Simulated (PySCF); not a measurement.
Mayer bond orders and bond lengths

Species: (chloromethyl)cyclopropane, C4H7Cl.
SMILES with atom numbers: `[Cl:1][CH2:2][CH:3]1[CH2:4][CH2:5]1` (hydrogens: H6, H7 on C2; H8 on C3; H9, H10 on C4; H11, H12 on C5)

Structure used (GFN2-xTB), in Å, numbered top down from 1:
```
atom  x, y, z in Å
Cl1    2.241   -1.545    0.361
C2     1.416    0.040    0.208
C3     0.111   -0.115   -0.514
C4    -1.010    0.837   -0.206
C5    -1.098   -0.590    0.237
H6     1.269    0.413    1.221
H7     2.103    0.692   -0.333
H8     0.218   -0.443   -1.541
H9    -0.839    1.595    0.543
H10   -1.635    1.166   -1.021
H11   -0.985   -0.805    1.288
H12   -1.789   -1.246   -0.268
```

Bond orders from the PBE0/pcSseg-1 density (PySCF). The structure is a single GFN2-xTB conformer in the gas phase; no vibrational or solvent corrections.

Question: How far do the computed orders between heavy atoms stray from the drawn ones?

Answer: The largest departure is 0.059, at C3–C4 (drawn single, 0.941) and C5–C3 (drawn single, 0.941).

Question: Set the Mayer orders of the bonds beside their lengths.

Answer: 
```
  bond  drawn as  length (Å)  Mayer order
Cl1–C2    single       1.794        0.983
 C2–C3    single       1.500        1.017
 C3–C4    single       1.502        0.941
 C4–C5    single       1.496        0.975
 C5–C3    single       1.500        0.941
 C2–H6    single       1.090        0.937
 C2–H7    single       1.091        0.937
 C3–H8    single       1.083        0.949
 C4–H9    single       1.079        0.954
C4–H10    single       1.079        0.956
C5–H11    single       1.079        0.956
C5–H12    single       1.079        0.958
```

Bonds between the same two heavy elements. C–C: lowest C3–C4 and C5–C3 (0.941, 1.502 Å), highest C2–C3 (1.017, 1.500 Å); in 1 of the 6 pairs the longer bond (by over 0.003 Å) has the higher order (by 0.02 or more). Bonds named together lie within 0.004.

Question: Sum the orders of all bonds at each heavy atom with more than one neighbour and set the sums beside the valence in the SMILES.

Answer: C2 3.874 (drawn 4), C3 3.848 (drawn 4), C4 3.826 (drawn 4), C5 3.830 (drawn 4). Orders between atoms that aren't bonded are not in these sums.

For a closed shell the Mayer order of atoms A and B is Σ (PS)μν (PS)νμ over the basis functions μ on A and ν on B, with P the density and S the overlap matrix.
